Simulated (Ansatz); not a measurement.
Mulliken charges of CH$_{4}$F$_{2}$N$_{2}$ (`NC(N)(F)F`) from ωB97M-V/def2-TZVPP in Ansatz (PBE0-D4/def2-TZVP geometry).

```csv
atom,x (Å),y (Å),z (Å),charge (e)
N1,-0.593,0.953,-0.505,-0.269
C2,0.288,-0.090,-0.189,0.417
N3,-0.106,-0.745,0.986,-0.269
F4,0.398,-1.049,-1.170,-0.203
F5,1.552,0.450,-0.134,-0.203
H6,-1.532,0.601,-0.628,0.136
H7,-0.285,1.454,-1.327,0.128
H8,-0.136,-0.098,1.760,0.136
H9,0.502,-1.525,1.190,0.128
```

Q: By hand: the dipole of these point charges (1 e Å = 4.8032 D).

A: Σ q r = (-0.287, 0.087, 0.193) e Å, of length 0.357 e Å = 1.71 D.

Q: How does the dipole of the full density compare? (An estimate is asked.)

A: The calculation gave: (-0.228, 0.069, 0.154) e Å, 1.36 D; the point charges give 1.26 times that, at 0° from its direction.

Point charges leave out the atoms' own dipoles, such as those of lone pairs, and Mulliken's split depends on the basis, so the two needn't agree.
